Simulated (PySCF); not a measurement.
H2S2: 4 charge schemes on one density

Compound: H2S2.
Cartesian coordinates in Å at the PBE0-D3(BJ)/def2-SVP level; atoms count from 1:
```
atom  x, y, z in Å
S1    -0.447   -0.507   -0.916
S2    -0.453    0.723    0.753
H3     0.730   -0.101   -1.453
H4     0.170   -0.116    1.616
```

Density: PBE0/pcSseg-1 (PySCF); schemes: Mulliken, IAO, Hirshfeld and ESP-fitted. Geometry: PBE0-D3(BJ)/def2-SVP; no solvent, vibrations or thermal averaging.

Tabulate the Mulliken, IAO, Hirshfeld and ESP-fitted charges.

In e:

| atom | environment | Mulliken | IAO | Hirshfeld | ESP-fitted |
| --- | --- | --- | --- | --- | --- |
| S1 | sulfur bonded to S and H | -0.159 | -0.100 | -0.052 | -0.185 |
| S2 | sulfur bonded to S and H | -0.159 | -0.100 | -0.052 | -0.186 |
| H3 | hydrogen on S1 | +0.159 | +0.100 | +0.052 | +0.185 |
| H4 | hydrogen on S2 | +0.159 | +0.100 | +0.052 | +0.186 |

Mean size of the charges over all atoms: ESP-fitted 0.186 e, Mulliken 0.159 e, IAO 0.100 e, Hirshfeld 0.052 e. Each set sums to the total charge, 0, to within 0.001 e. The ESP scheme fits charges at the nuclei, held to the total charge, to the electrostatic potential on points at 1.4 to 2.0 times the van der Waals radii.

Lowest charge. All schemes pick atoms of one kind: Mulliken S1 and S2 (-0.159); IAO S1 and S2 (-0.100); Hirshfeld S1 and S2 (-0.052); ESP-fitted S2 (-0.186).

Highest charge. All schemes pick atoms of one kind: Mulliken H3 and H4 (+0.159); IAO H3 and H4 (+0.100); Hirshfeld H3 and H4 (+0.052); ESP-fitted H4 (+0.186).

How many electrons does the IAO scheme count on S1?

Z − q = 16 − (-0.100) = 16.100.

Sum the charges by element.

```json
{"element": "S", "atoms": "2", "Mulliken": "-0.319", "IAO": "-0.201", "Hirshfeld": "-0.104", "ESP-fitted": "-0.371"}
{"element": "H", "atoms": "2", "Mulliken": "+0.319", "IAO": "+0.201", "Hirshfeld": "+0.104", "ESP-fitted": "+0.371"}
```
